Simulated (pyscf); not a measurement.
`[CH3][CH2][Be][CH2][CH3]` + `[SH2]` → `[CH3][CH2][Be][SH]` + `[CH3][CH3]` (four-centre exchange; singlet surface; Be–C, H–S broken, Be–S, C–H formed). Optimised with ωB97X-D3(BJ)/def2-SVP in PySCF. Energies in eV from the separated reactants.

```tsv
level	barrier	reaction energy
ωB97X-D3(BJ)/def2-TZVP	(withheld)	(withheld)
PBE/def2-TZVP	0.15	-1.38
r²SCAN/def2-TZVP	0.14	-1.44
B3LYP-D3(BJ)/def2-TZVP	0.31	-1.38
ωB97M-D3(BJ)/def2-TZVP	(withheld)	-1.36
HF/def2-TZVP	1.24	-1.47
```

Question: Some entries are withheld; supply them.

Answer: 
- ωB97X-D3(BJ)/def2-TZVP, barrier: 0.32
- ωB97X-D3(BJ)/def2-TZVP, reaction energy: -1.41
- ωB97M-D3(BJ)/def2-TZVP, barrier: 0.38

The functionals in the table span 0.24 eV in this barrier, from r²SCAN to ωB97M-D3(BJ)/def2-TZVP. On the reactant side the descent ends in an adduct with a Be–S contact (not fully relaxed), 0.36 eV under the separated species and 0.67 eV under the saddle at ωB97X-D3(BJ)/def2-TZVP. What is counted as formed (Be–S) is already present as a longer contact in the reactant adduct; forming that adduct is a step of its own. This is the saddle that the search found; another between the same sides may lie lower.
